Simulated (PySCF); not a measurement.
Frontier orbitals and the lowest excitations

Compound: dimethoxymethane, C3H8O2.
Structure used (GFN2-xTB), in Å, numbered top down from 1:
```
atom  x, y, z in Å
C1    -1.8500   -0.3051   -0.1653
O2    -0.9221    0.3719    0.6578
C3     0.0911    1.0134   -0.0528
O4     0.9675    0.1471   -0.7041
C5     1.7661   -0.6172    0.1758
H6    -2.3590    0.4002   -0.8322
H7    -2.5724   -0.7677    0.5034
H8    -1.3583   -1.0726   -0.7703
H9     0.6197    1.6288    0.6915
H10   -0.3246    1.6532   -0.8464
H11    2.3974    0.0358    0.7891
H12    1.1505   -1.2356    0.8353
H13    2.3898   -1.2518   -0.4497
```

Computed, not measured: TDDFT CAM-B3LYP/def2-SVPD, vertical, gas phase, core orbitals frozen in the response (PySCF 2.14.0, density-fitted response routines).

Kohn–Sham orbitals with the atoms that hold most of them (Löwdin shares over 4%, at most four atoms; ? is withheld):

| orbital | ε (eV) | atoms |
| --- | --- | --- |
| LUMO+2 | 2.22 | C3 15%, O2 14%, O4 14%, H9 14% |
| LUMO+1 | 1.99 | C1 16%, C5 16%, H11 10%, H6 10% |
| LUMO | 1.35 | ? |
| HOMO | ? | O2 36%, O4 35%, C1 6%, C5 6% |
| HOMO-1 | -9.50 | ? |
| HOMO-2 | -10.21 | O4 28%, O2 28%, C3 13%, H9 6% |
| HOMO-3 | -11.70 | O4 22%, O2 22%, C5 13%, C1 13% |

**Question.** Which atoms hold the HOMO-1, and with what shares?

**Answer.** O4 (bonded to 2 C) 31%; O2 (bonded to 2 C) 30%; C5 (bonded to O and 3 H) 8%; C1 (bonded to O and 3 H) 7%. By element: oxygen 61%, carbon 15% or more.

**Question.** Which atoms hold the LUMO, and with what shares?

**Answer.** C5 (bonded to O and 3 H) 18%; C1 (bonded to O and 3 H) 18%; C3 (bonded to 2 O and 2 H) 12%; O4 (bonded to 2 C) 6%. By element: carbon 48%, oxygen 6% or more.

**Question.** What is the HOMO energy, and the HOMO–LUMO gap?

**Answer.** ε(HOMO) = -9.41 eV; the gap is 10.77 eV (0.3957 hartree).

**Question.** The HOMO–LUMO gap is 10.77 eV. Where does the response calculation put the lowest singlet, and from which orbitals?

**Answer.** S1 is at 7.72 eV (f = 0.0064), 3.05 eV below the gap, made of HOMO→LUMO (86%). 

**Question.** Give energy, strength and leading configuration of S1 and S2, and follow the Löwdin shares of the leading atoms from the occupied to the empty orbital.

**Answer.** 
- S1 (7.72 eV, f 0.0064), HOMO→LUMO (86%): O2 36% → at most 7%, O4 35% → 6%, C5 6% → 18%, C1 6% → 18%
- S2 (7.80 eV, f 0.015), HOMO-1→LUMO (82%): O4 31% → 6%, O2 30% → at most 7%, C5 8% → 18%, C1 7% → 18%

Löwdin shares depend on the basis, the more so with diffuse functions.

One conformer stands for the species.
